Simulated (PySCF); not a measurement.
# AlH₂⁺: a ladder of methods

Aim: at the PBE0 minimum of singlet AlH₂⁺, found before, compare methods on energies and levels.

Method: several methods, basis Al def2-TZVP, H def2-TZVP, no relativity, density fitting; program: PySCF 2.14.0.

## 1. Starting geometry

3 atoms, charge 1, spin multiplicity 1.

Bond lengths: Al1–H2 1.554 Å, Al1–H3 1.554 Å. Angles: H2–Al1–H3 180.0°.

Z-matrix (Å, degrees; charge 1 multiplicity 1):
```
Al
H  1 1.5537
H  1 1.5537 2 180.00
```

## 2. PBE0

The steps are one call of a driver around PySCF; scf.py gives each level's set-up. Each SCF starts from the density of the minimum. The driver also runs the species with one electron less or more at the same geometry (one less: multiplicity 2, one more: multiplicity 2); their logs are not shown.

Input file scf.py:

```python
from pyscf import gto, scf, dft
mol = gto.M(atom='''
Al     0.000000     0.000000     0.000000
H      0.000000     0.000000     1.553710
H      0.000000    -0.000000    -1.553710''',
    basis={'Al': 'def2-TZVP', 'H': 'def2-TZVP'},
    charge=1, spin=0)
mf = dft.RKS(mol, xc='PBE0')
mf.grids.atom_grid = (99, 590)
aux = {'Al': 'def2-universal-JKFIT', 'H': 'def2-universal-JKFIT'}
mf = mf.density_fit(auxbasis=aux)
mf.kernel()
```

The program printed:

```text
init E= -243.181620861124
  HOMO = -0.593982129783216  LUMO = -0.298551449526345  gap/eV = 8.03908
cycle= 1 E= -243.181620861126  delta_E= -2.16e-12  |g|= 1.56e-06  |ddm|= 2.3e-06
  HOMO = -0.593982001446371  LUMO = -0.298551527972293  gap/eV = 8.03907
Extra cycle  E= -243.181620861126  delta_E= 4.83e-13  |g|= 8.9e-07  |ddm|= 1.37e-06
converged SCF energy = -243.181620861126
```

This level, with the species of one electron less or more, ran for 0.9 s (4 threads, shared host).

| Property | Result |
| --- | --- |
| energy | -243.181621 Eh |
| one electron less (charge +2) | -242.482118 Eh (doublet, ⟨S²⟩ 0.78) |
| one electron more (charge +0) | -243.410652 Eh (doublet, ⟨S²⟩ 0.76) |
| Mulliken charge of Al1 | +0.76 e |

## 3. CCSD(T)

scf.py: that of step 2 with these lines changed.

```diff
@@ -8,2 +8 @@
-mf = dft.RKS(mol, xc='PBE0')
-mf.grids.atom_grid = (99, 590)
+mf = scf.RHF(mol)
@@ -12,0 +12,3 @@
+from pyscf import cc
+mycc = cc.CCSD(mf, frozen=5).run()
+mycc.ccsd_t()
```

The program printed:

```text
init E= -242.778426078812
  HOMO = -0.704532496554062  LUMO = -0.189255772275872  gap/eV = 14.02139
cycle= 1 E= -242.784502117318  delta_E= -0.00608  |g|= 0.029  |ddm|= 0.135
  HOMO = -0.707137348400627  LUMO = -0.191672043620052  gap/eV = 14.02653
cycle= 2 E= -242.784764870703  delta_E= -0.000263  |g|= 0.00593  |ddm|= 0.0348
  HOMO = -0.707983381540409  LUMO = -0.192334063350818  gap/eV = 14.03153
cycle= 3 E= -242.784789297484  delta_E= -2.44e-05  |g|= 0.0012  |ddm|= 0.0118
  HOMO = -0.708108902212048  LUMO = -0.192378388995554  gap/eV = 14.03374
cycle= 4 E= -242.784790317508  delta_E= -1.02e-06  |g|= 0.00023  |ddm|= 0.00257
  HOMO = -0.708120113159906  LUMO = -0.192378206463889  gap/eV = 14.03405
cycle= 5 E= -242.784790330688  delta_E= -1.32e-08  |g|= 1.27e-05  |ddm|= 0.000281
  HOMO = -0.7081174829875  LUMO = -0.19237458866319  gap/eV = 14.03408
cycle= 6 E= -242.784790330729  delta_E= -4.07e-11  |g|= 1.09e-06  |ddm|= 2.62e-05
  HOMO = -0.708117293829199  LUMO = -0.192374426676579  gap/eV = 14.03408
Extra cycle  E= -242.784790330729  delta_E= -8.53e-14  |g|= 2.3e-07  |ddm|= 1.83e-06
converged SCF energy = -242.784790330729
CCSD nocc = 2, nmo = 44
Init t2, MP2 energy = -242.83988947769  E_corr(MP2) -0.0550991469613455
RCCSD converged
E(RCCSD) = -242.8579476781259  E_corr = -0.07315734739687675
RCCSD(T) correction = -0.000681449719306313
```

This level, with the species of one electron less or more, took 8.7 s.

| Property | Result |
| --- | --- |
| energy | -242.858629 Eh |
| one electron less (charge +2) | -242.154894 Eh (doublet, ⟨S²⟩ 0.89) |
| one electron more (charge +0) | -243.078949 Eh (doublet, ⟨S²⟩ 0.78) |
| MP2 correlation in its own fitting basis (same spin, opposite spin) | -0.05548 Eh (-0.00140, -0.05409) |
| CCSD, (T) | -0.07316, -0.00068 Eh; T1 0.010, D1 0.019 |

## 4. HF

scf.py: that of step 3 with these lines changed.

```diff
@@ -12,3 +11,0 @@
-from pyscf import cc
-mycc = cc.CCSD(mf, frozen=5).run()
-mycc.ccsd_t()
```

The SCF cycles repeat those of step 3.

This level, with the species of one electron less or more, took under 0.5 s.

```
energy                        : -242.784790 Eh
one electron less (charge +2) : -242.110988 Eh (doublet, ⟨S²⟩ 0.89)
one electron more (charge +0) : -242.989325 Eh (doublet, ⟨S²⟩ 0.78)
Mulliken charge of Al1        : +0.85 e
```

## 5. PBE

scf.py: that of step 4 with these lines changed.

```diff
@@ -8 +8,2 @@
-mf = scf.RHF(mol)
+mf = dft.RKS(mol, xc='PBE')
+mf.grids.atom_grid = (99, 590)
```

The program printed:

```text
init E= -243.15572286408
  HOMO = -0.546149076535357  LUMO = -0.330247160454718  gap/eV = 5.87499
cycle= 1 E= -243.156732174659  delta_E= -0.00101  |g|= 0.0116  |ddm|= 0.0659
  HOMO = -0.548726999427142  LUMO = -0.330838089453705  gap/eV = 5.92906
cycle= 2 E= -243.156745889362  delta_E= -1.37e-05  |g|= 0.00619  |ddm|= 0.0135
  HOMO = -0.547864066661308  LUMO = -0.330798574112216  gap/eV = 5.90665
cycle= 3 E= -243.156751417992  delta_E= -5.53e-06  |g|= 0.00024  |ddm|= 0.00496
  HOMO = -0.547846936645804  LUMO = -0.330744042090825  gap/eV = 5.90767
cycle= 4 E= -243.156751427617  delta_E= -9.62e-09  |g|= 0.000149  |ddm|= 0.000662
  HOMO = -0.547835680597698  LUMO = -0.330758161155178  gap/eV = 5.90698
cycle= 5 E= -243.156751434203  delta_E= -6.59e-09  |g|= 8.37e-06  |ddm|= 0.000235
  HOMO = -0.547840036169429  LUMO = -0.33076032213287  gap/eV = 5.90704
cycle= 6 E= -243.156751434236  delta_E= -3.28e-11  |g|= 5.98e-07  |ddm|= 1.17e-05
  HOMO = -0.547839807691529  LUMO = -0.330760030236146  gap/eV = 5.90704
Extra cycle  E= -243.156751434237  delta_E= -3.41e-13  |g|= 3.79e-07  |ddm|= 2.4e-06
converged SCF energy = -243.156751434237
```

This level, with the species of one electron less or more, took 1.8 s.

| Item | Value |
| --- | --- |
| energy | -243.156751 Eh |
| one electron less (charge +2) | -242.461728 Eh (doublet, ⟨S²⟩ 0.77) |
| one electron more (charge +0) | -243.387197 Eh (doublet, ⟨S²⟩ 0.76) |
| Mulliken charge of Al1 | +0.75 e |

## 6. r2SCAN

scf.py: that of step 5 with these lines changed.

```diff
@@ -8 +8 @@
-mf = dft.RKS(mol, xc='PBE')
+mf = dft.RKS(mol, xc='R2SCAN')
```

The program printed:

```text
init E= -243.2670274938
  HOMO = -0.559597689122667  LUMO = -0.313181375105839  gap/eV = 6.70533
cycle= 1 E= -243.267304729421  delta_E= -0.000277  |g|= 0.0102  |ddm|= 0.0704
  HOMO = -0.557781142269278  LUMO = -0.314458814386049  gap/eV = 6.62114
cycle= 2 E= -243.267328997819  delta_E= -2.43e-05  |g|= 0.00438  |ddm|= 0.0226
  HOMO = -0.558479104720426  LUMO = -0.314089032990022  gap/eV = 6.65019
cycle= 3 E= -243.267337571262  delta_E= -8.57e-06  |g|= 0.00083  |ddm|= 0.00902
  HOMO = -0.558434041499904  LUMO = -0.314141410244962  gap/eV = 6.64754
cycle= 4 E= -243.267337675669  delta_E= -1.04e-07  |g|= 4.47e-05  |ddm|= 0.000804
  HOMO = -0.558433290250825  LUMO = -0.314142059084447  gap/eV = 6.64750
cycle= 5 E= -243.267337676163  delta_E= -4.93e-10  |g|= 1.55e-06  |ddm|= 9.68e-05
  HOMO = -0.5584337929985  LUMO = -0.31414282706294  gap/eV = 6.64750
Extra cycle  E= -243.267337676166  delta_E= -2.59e-12  |g|= 2.67e-07  |ddm|= 5.48e-06
converged SCF energy = -243.267337676166
```

This level, with the species of one electron less or more, ran for 4.1 s (4 threads, shared host).

```
energy                        : -243.267338 Eh
one electron less (charge +2) : -242.571547 Eh (doublet, ⟨S²⟩ 0.79)
one electron more (charge +0) : -243.500350 Eh (doublet, ⟨S²⟩ 0.76)
Mulliken charge of Al1        : +0.81 e
```

## 7. B3LYP

scf.py: that of step 6 with these lines changed.

```diff
@@ -8 +8 @@
-mf = dft.RKS(mol, xc='R2SCAN')
+mf = dft.RKS(mol, xc='B3LYP')
```

The program printed:

```text
init E= -243.327360929193
  HOMO = -0.587797886356297  LUMO = -0.308906329013521  gap/eV = 7.58903
cycle= 1 E= -243.327914556831  delta_E= -0.000554  |g|= 0.00499  |ddm|= 0.0579
  HOMO = -0.587575309091765  LUMO = -0.309886396770739  gap/eV = 7.55630
cycle= 2 E= -243.327919843168  delta_E= -5.29e-06  |g|= 0.00159  |ddm|= 0.00948
  HOMO = -0.587783245255755  LUMO = -0.30968534549915  gap/eV = 7.56743
cycle= 3 E= -243.327920518644  delta_E= -6.75e-07  |g|= 0.000135  |ddm|= 0.0024
  HOMO = -0.587749606177955  LUMO = -0.309709779212191  gap/eV = 7.56585
cycle= 4 E= -243.327920526887  delta_E= -8.24e-09  |g|= 7.62e-05  |ddm|= 0.000352
  HOMO = -0.587755325082201  LUMO = -0.309703921404518  gap/eV = 7.56616
cycle= 5 E= -243.327920527955  delta_E= -1.07e-09  |g|= 3.52e-06  |ddm|= 7.84e-05
  HOMO = -0.587756461561355  LUMO = -0.309704387660388  gap/eV = 7.56618
cycle= 6 E= -243.327920527957  delta_E= -2.47e-12  |g|= 2.87e-07  |ddm|= 5.55e-06
  HOMO = -0.587756241359688  LUMO = -0.309704252618657  gap/eV = 7.56618
Extra cycle  E= -243.327920527957  delta_E= -3.41e-13  |g|= 1.39e-07  |ddm|= 3.86e-07
converged SCF energy = -243.327920527957
```

This level, with the species of one electron less or more, took 1.9 s.

- energy: -243.327921 Eh
- one electron less (charge +2): -242.625688 Eh (doublet, ⟨S²⟩ 0.78)
- one electron more (charge +0): -243.555440 Eh (doublet, ⟨S²⟩ 0.76)
- Mulliken charge of Al1: +0.81 e

## 8. TPSSh

scf.py: that of step 7 with these lines changed.

```diff
@@ -8 +8 @@
-mf = dft.RKS(mol, xc='B3LYP')
+mf = dft.RKS(mol, xc='TPSSH')
```

The program printed:

```text
init E= -243.32006731885
  HOMO = -0.577202254480419  LUMO = -0.309469883615997  gap/eV = 7.28537
cycle= 1 E= -243.320328776043  delta_E= -0.000261  |g|= 0.00875  |ddm|= 0.0782
  HOMO = -0.573674157023026  LUMO = -0.309670196132633  gap/eV = 7.18391
cycle= 2 E= -243.32035510571  delta_E= -2.63e-05  |g|= 0.00393  |ddm|= 0.0218
  HOMO = -0.574420940203497  LUMO = -0.309310133550319  gap/eV = 7.21403
cycle= 3 E= -243.320361784201  delta_E= -6.68e-06  |g|= 0.000839  |ddm|= 0.00735
  HOMO = -0.57446034547069  LUMO = -0.309350400659615  gap/eV = 7.21401
cycle= 4 E= -243.320361828392  delta_E= -4.42e-08  |g|= 4.56e-05  |ddm|= 0.000279
  HOMO = -0.5744628749522  LUMO = -0.30935931488157  gap/eV = 7.21384
cycle= 5 E= -243.320361829099  delta_E= -7.07e-10  |g|= 3.02e-06  |ddm|= 7.9e-05
  HOMO = -0.574460051427582  LUMO = -0.309357593482392  gap/eV = 7.21381
Extra cycle  E= -243.320361829101  delta_E= -2.25e-12  |g|= 9.87e-07  |ddm|= 3.92e-06
converged SCF energy = -243.320361829101
```

This level, with the species of one electron less or more, took 3 s.

| Quantity | Value |
| --- | --- |
| energy | -243.320362 Eh |
| one electron less (charge +2) | -242.621722 Eh (doublet, ⟨S²⟩ 0.78) |
| one electron more (charge +0) | -243.547909 Eh (doublet, ⟨S²⟩ 0.76) |
| Mulliken charge of Al1 | +0.75 e |

## 9. BHandHLYP

scf.py: that of step 8 with these lines changed.

```diff
@@ -8 +8 @@
-mf = dft.RKS(mol, xc='TPSSH')
+mf = dft.RKS(mol, xc='BHANDHLYP')
```

The program printed:

```text
init E= -243.305547633165
  HOMO = -0.638620260158097  LUMO = -0.268454039767102  gap/eV = 10.07274
cycle= 1 E= -243.306005406619  delta_E= -0.000458  |g|= 0.01  |ddm|= 0.0626
  HOMO = -0.638214404078539  LUMO = -0.269432889937858  gap/eV = 10.03506
cycle= 2 E= -243.306015425862  delta_E= -1e-05  |g|= 0.00334  |ddm|= 0.0068
  HOMO = -0.638416202499185  LUMO = -0.269477280005257  gap/eV = 10.03934
cycle= 3 E= -243.30601614654  delta_E= -7.21e-07  |g|= 0.000349  |ddm|= 0.00101
  HOMO = -0.638462028591759  LUMO = -0.269466254416068  gap/eV = 10.04089
cycle= 4 E= -243.306016185236  delta_E= -3.87e-08  |g|= 4.73e-05  |ddm|= 0.000547
  HOMO = -0.638458793886061  LUMO = -0.269474916264472  gap/eV = 10.04056
cycle= 5 E= -243.306016185995  delta_E= -7.59e-10  |g|= 3.84e-06  |ddm|= 6.82e-05
  HOMO = -0.63845907941942  LUMO = -0.26947357907813  gap/eV = 10.04061
Extra cycle  E= -243.306016186  delta_E= -4.66e-12  |g|= 1.75e-06  |ddm|= 8.02e-06
converged SCF energy = -243.306016186
```

This level, with the species of one electron less or more, took 1.7 s.

```
energy                        : -243.306016 Eh
one electron less (charge +2) : -242.605414 Eh (doublet, ⟨S²⟩ 0.80)
one electron more (charge +0) : -243.526523 Eh (doublet, ⟨S²⟩ 0.76)
Mulliken charge of Al1        : +0.82 e
```

## 10. PBEsol

scf.py: that of step 9 with these lines changed.

```diff
@@ -8 +8 @@
-mf = dft.RKS(mol, xc='BHANDHLYP')
+mf = dft.RKS(mol, xc='PBEsol')
```

The program printed:

```text
init E= -242.654044443667
  HOMO = -0.540183622687849  LUMO = -0.32949055781562  gap/eV = 5.73325
cycle= 1 E= -242.655310803681  delta_E= -0.00127  |g|= 0.0292  |ddm|= 0.0908
  HOMO = -0.546428866687743  LUMO = -0.330133481417517  gap/eV = 5.88570
cycle= 2 E= -242.655396554418  delta_E= -8.58e-05  |g|= 0.015  |ddm|= 0.0367
  HOMO = -0.544365774893912  LUMO = -0.330231238535286  gap/eV = 5.82690
cycle= 3 E= -242.65543427342  delta_E= -3.77e-05  |g|= 0.000821  |ddm|= 0.0147
  HOMO = -0.544376684826965  LUMO = -0.330131798231301  gap/eV = 5.82990
cycle= 4 E= -242.655434440062  delta_E= -1.67e-07  |g|= 9.49e-05  |ddm|= 0.00137
  HOMO = -0.544341130192928  LUMO = -0.330125443659613  gap/eV = 5.82911
cycle= 5 E= -242.655434444118  delta_E= -4.06e-09  |g|= 7.85e-06  |ddm|= 0.00014
  HOMO = -0.544345968755026  LUMO = -0.330128568563651  gap/eV = 5.82915
cycle= 6 E= -242.655434444147  delta_E= -2.84e-11  |g|= 5.82e-07  |ddm|= 1.42e-05
  HOMO = -0.544345900569436  LUMO = -0.330128384767678  gap/eV = 5.82916
Extra cycle  E= -242.655434444148  delta_E= -9.09e-13  |g|= 3.98e-07  |ddm|= 2.36e-06
converged SCF energy = -242.655434444148
```

This level, with the species of one electron less or more, ran for 1.8 s (4 threads, shared host).

* energy: -242.655434 Eh
* one electron less (charge +2): -241.963838 Eh (doublet, ⟨S²⟩ 0.77)
* one electron more (charge +0): -242.884641 Eh (doublet, ⟨S²⟩ 0.76)
* Mulliken charge of Al1: +0.74 e

## 11. Comparison of the levels

| level | vertical ionisation energy (eV) | vertical electron affinity (eV) | −ε(HOMO) (eV) | gap (eV) | wall time |
| --- | --- | --- | --- | --- | --- |
| PBE0 | 19.03 | 6.23 | 16.16 | 8.04 | 0.9 s |
| CCSD(T) | 19.15 | 6.00 | – | – | 8.7 s |
| HF | 18.34 | 5.57 | 19.27 | 14.03 | under 0.5 s |
| PBE | 18.91 | 6.27 | 14.91 | 5.91 | 1.8 s |
| r2SCAN | 18.93 | 6.34 | 15.20 | 6.65 | 4.1 s |
| B3LYP | 19.11 | 6.19 | 15.99 | 7.57 | 1.9 s |
| TPSSh | 19.01 | 6.19 | 15.63 | 7.21 | 3 s |
| BHandHLYP | 19.06 | 6.00 | 17.37 | 10.04 | 1.7 s |
| PBEsol | 18.82 | 6.24 | 14.81 | 5.83 | 1.8 s |

Times are for 4 threads, shared host; PBE0 starts from its own converged density, so its time is not comparable. A dash stands where a species or a free atom was not run at that level, or the quantity is not defined.

## 12. Outcome

| quantity | value |
| --- | --- |
| vertical ionisation energy, CCSD(T) | 19.15 eV |
| vertical electron affinity, CCSD(T) | 6.00 eV |
| orbital gap, range | 5.83 (PBEsol) to 14.03 (HF) eV |
| T1, D1 | 0.010, 0.019 |
| T1, D1 of the species with one electron less | 0.049, 0.084 |
| T1, D1 of the species with one electron more | 0.019, 0.054 |

In words: For the vertical ionisation energy, B3LYP comes nearest to CCSD(T) (-0.04 eV) and HF is farthest (-0.81 eV). CCSD(T) took 8.7 s, about 5 times as long as B3LYP (1.9 s), which misses it by 0.04 eV. For the vertical electron affinity, BHandHLYP comes nearest to CCSD(T) (+0.01 eV) and HF is farthest (-0.43 eV). PBE's −ε(HOMO), 14.9 eV, falls 4.2 eV short of the ionisation energy, while its energy difference gives 18.9 eV. T1 of the species with one electron less is large, so the CCSD(T) value that rests on it is in doubt and small misses rank nothing.
